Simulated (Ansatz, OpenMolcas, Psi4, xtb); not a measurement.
# How methods differ on SiH2O2 (SMILES O[Si]O)

SiH2O2: 5 atoms, total charge 0, spin state singlet. SMILES: `O[Si]O`. Geometry: relaxed at PBE0-D4/def2-TZVP. This is one conformer, not always the lowest.

Each level gives the HOMO–LUMO gap (eV). The values are calculated.

```tsv
level	kind	program	value (eV)	CPU time
GFN0-xTB	semi-empirical	xtb	2.21	under 2 s
HF/aug-cc-pVDZ	Hartree–Fock	OpenMolcas	10.75	12 s
SVWN5/aug-cc-pVDZ	LDA	Ansatz	3.95	3 s
revPBE/aug-cc-pVDZ	GGA	Psi4	4.00	15 s
r2SCAN/aug-cc-pVDZ	meta-GGA	Ansatz	4.33	8.2 s
PBE0/aug-cc-pVDZ	global hybrid	Ansatz	5.93	4.5 s
r2SCAN0/aug-cc-pVDZ	hybrid meta-GGA	Ansatz	6.14	8.2 s
HSE06/aug-cc-pVDZ	range-separated hybrid	Ansatz	5.15	5.1 s
B2PLYP/aug-cc-pVDZ	double hybrid	Ansatz	7.97	7.1 s
```

The values span 2.21 to 10.75 eV. Orbital gaps aren't excitation energies, and those of double hybrids come from the SCF part alone; they tend to grow with the share of exact exchange. Times are those of the runs behind each value, whatever else they computed, on shared processors of several kinds: orders of magnitude only.
